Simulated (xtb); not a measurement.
xtb input (GFN1-xTB):

```bash
xtb mol.xyz --gfn 1 --sp --chrg 0 --uhf 0
```
mol.xyz:
```
8

Si     0.00024619    -0.01101351     1.17211551
Si    -0.00024619     0.01101351    -1.17211551
H     -0.00038068     1.37523852     1.69966304
H     -1.20404743    -0.71202958     1.68030332
H      1.20549084    -0.71075196     1.67980924
H      0.00038068    -1.37523852    -1.69966304
H     -1.20549084     0.71075196    -1.67980924
H      1.20404743     0.71202958    -1.68030332
```

End of the output:

```
         :::::::::::::::::::::::::::::::::::::::::::::::::::::
         ::                     SUMMARY                     ::
         :::::::::::::::::::::::::::::::::::::::::::::::::::::
         :: total energy              -6.926926789831 Eh    ::
         :: gradient norm              0.023818681265 Eh/a0 ::
         :: HOMO-LUMO gap              4.317330620134 eV    ::
         ::.................................................::
         :: SCC energy                -6.979511783635 Eh    ::
         :: -> electrostatic           0.009500145506 Eh    ::
         :: repulsion energy           0.054638035342 Eh    ::
         :: dispersion energy         -0.002053041537 Eh    ::
         :: halogen bond corr.         0.000000000000 Eh    ::
         :: add. restraining           0.000000000000 Eh    ::
         :: total charge              -0.000000000000 e     ::
         :::::::::::::::::::::::::::::::::::::::::::::::::::::

           -------------------------------------------------
          |                Property Printout                |
           -------------------------------------------------

    * Orbital Energies and Occupations

         #    Occupation            Energy/Eh            Energy/eV
      -------------------------------------------------------------
         1        2.0000           -0.6682208             -18.1832
         2        2.0000           -0.6220555             -16.9270
         3        2.0000           -0.4882301             -13.2854
         4        2.0000           -0.4882301             -13.2854
         5        2.0000           -0.4847381             -13.1904
         6        2.0000           -0.4847381             -13.1904
         7        2.0000           -0.4230905             -11.5129 (HOMO)
         8                         -0.2644315              -7.1955 (LUMO)
         9                         -0.2644315              -7.1955
        10                         -0.2211742              -6.0185
        11                         -0.2087426              -5.6802
        12                         -0.2087426              -5.6802
        13                         -0.1589477              -4.3252
        14                         -0.1178571              -3.2071
        15                         -0.1178571              -3.2071
        16                         -0.0767763              -2.0892
        17                         -0.0767763              -2.0892
        18                         -0.0761749              -2.0728
       ...                                ...                  ...
        30                          1.4319648              38.9657
Note: The following floating-point exceptions are signalling: IEEE_DENORMAL
normal termination of xtb
      -------------------------------------------------------------
                  HL-Gap            0.1586590 Eh            4.3173 eV
             Fermi-level           -0.3437610 Eh           -9.3542 eV

  Mulliken/CM5 charges         n(s)   n(p)   n(d)
     1Si    0.18298 -0.06025   1.345  2.050  0.422
     2Si    0.18298 -0.06025   1.345  2.050  0.422
     3H    -0.06099  0.02008   1.061  0.000  0.000
     4H    -0.06099  0.02008   1.061  0.000  0.000
     5H    -0.06099  0.02008   1.061  0.000  0.000
     6H    -0.06099  0.02008   1.061  0.000  0.000
     7H    -0.06099  0.02008   1.061  0.000  0.000
     8H    -0.06099  0.02008   1.061  0.000  0.000

Wiberg/Mayer (AO) data.
largest (>0.10) Wiberg bond orders for each atom

 ---------------------------------------------------------------------------
     #   Z sym  total        # sym  WBO       # sym  WBO       # sym  WBO
 ---------------------------------------------------------------------------
     1  14 Si   3.932 --     2 Si   1.053     3 H    0.908     5 H    0.908
                             4 H    0.908
     2  14 Si   3.932 --     1 Si   1.053     6 H    0.908     7 H    0.908
                             8 H    0.908
     3   1 H    0.990 --     1 Si   0.908
     4   1 H    0.990 --     1 Si   0.908
     5   1 H    0.990 --     1 Si   0.908
     6   1 H    0.990 --     2 Si   0.908
     7   1 H    0.990 --     2 Si   0.908
     8   1 H    0.990 --     2 Si   0.908
 ---------------------------------------------------------------------------

Topologies differ in total number of bonds
Writing topology from bond orders to xtbtopo.mol

 dipole moment from electron density (au)
     X       Y       Z
   0.0000  -0.0000  -0.0000  total (Debye):    0.000

           -------------------------------------------------
          | TOTAL ENERGY               -6.926926789831 Eh   |
          | GRADIENT NORM               0.023818681265 Eh/α |
          | HOMO-LUMO GAP               4.317330620134 eV   |
           -------------------------------------------------

------------------------------------------------------------------------
------------------------------------------------------------------------
 total:
 SCF:
```
